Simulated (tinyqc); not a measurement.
Inside a calculation. Method: UHF in the sto-6g basis, for OH+, spin multiplicity 3. One step of it, computed by the program tinyqc.

Question. Iteration 3: DIIS coefficients. Solve [B -1; -1 0][c; lambda] = [0; -1] for the coefficients, which sum to one.

B (overlaps of the stored error matrices):
```
,1,2,3
1,4.8496711e-02,3.9690900e-02,1.8693524e-02
2,3.9690900e-02,3.3214556e-02,1.5970499e-02
3,1.8693524e-02,1.5970499e-02,8.2304328e-03
```

Give: DIIS coefficients.

Answer.

DIIS coefficients: 0.394  -1.364  1.970
